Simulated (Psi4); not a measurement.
Psi4 input (wB97X-D/6-31G*):

```
memory 1500 MB

molecule {
0 1
C    -0.00000000   -0.00000000   -0.49689011
N     0.00000000    0.00000000    0.64927938
H    -0.00000000   -0.00000000   -1.56361504
symmetry c1
no_reorient
no_com
}

set {
  basis 6-31G*
  reference rks
  scf_type pk
  dft_radial_points 99
  dft_spherical_points 590
  e_convergence 1e-8
  d_convergence 1e-7
  maxiter 150
}

e = energy('wb97x-d')
print_out(f'\nFINAL {e:.10f} DIPOLE {variable("CURRENT DIPOLE")[0]:.6f} {variable("CURRENT DIPOLE")[1]:.6f} {variable("CURRENT DIPOLE")[2]:.6f}\n')
```

From the last part of the output:

```
   @RKS iter   8:   -93.38521335428618   -4.76675e-10   6.17350e-08 DIIS
  Energy and wave function converged.

  ==> Post-Iterations <==

   Electrons on quadrature grid:
      Ntotal   =   14.0000000220 ; deviation = 2.201e-08

    Orbital Energies [Eh]
    ---------------------

    Doubly Occupied:

       1A    -14.475806     2A    -10.354074     3A     -1.022762
       4A     -0.698600     5A     -0.467489     6A     -0.445931
       7A     -0.445931

    Virtual:

       8A      0.104842     9A      0.104842    10A      0.171927
      11A      0.362179    12A      0.611360    13A      0.611360
      14A      0.723665    15A      0.781909    16A      0.865946
      17A      0.865946    18A      0.904147    19A      1.208419
      20A      1.533139    21A      1.584131    22A      1.584131
      23A      1.624245    24A      1.624245    25A      2.041302
      26A      2.041302    27A      2.653093    28A      2.653093
      29A      2.709378    30A      3.096205    31A      3.965893
      32A      4.209625

    Final Occupation by Irrep:
              A
    DOCC [     7 ]
    NA   [     7 ]
    NB   [     7 ]

  @RKS Final Energy:   -93.38521335428618

   => Energetics <=

    Nuclear Repulsion Energy =             24.0414551090477460
    One-Electron Energy =                -173.1030887069368873
    Two-Electron Energy =                  64.3841278884054731
    DFT Exchange-Correlation Energy =      -8.7076254923729817
    Empirical Dispersion Energy =          -0.0000821524295297
    VV10 Nonlocal Energy =                  0.0000000000000000
    Total Energy =                        -93.3852133542861793

Computation Completed

Properties will be evaluated at   0.000000,   0.000000,   0.000000 [a0]

Properties computed using the SCF density matrix

 Multipole Moments:

 ------------------------------------------------------------------------------------
     Multipole            Electronic (a.u.)      Nuclear  (a.u.)        Total (a.u.)
 ------------------------------------------------------------------------------------

 L = 1.  Multiply by 2.5417464519 to convert [e a0] to [Debye]
 Dipole X            :         -0.0000000            0.0000000           -0.0000000
 Dipole Y            :         -0.0000000            0.0000000           -0.0000000
 Dipole Z            :         -1.1727021           -0.0000001           -1.1727021
 Magnitude           :                                                    1.1727021

 ------------------------------------------------------------------------------------

FINAL -93.3852133543 DIPOLE -0.000000 -0.000000 -1.172702

*** Psi4 exiting successfully. Buy a developer a beer!
```

The geometry given is a B3LYP-D3(BJ)/def2-TZVP minimum.
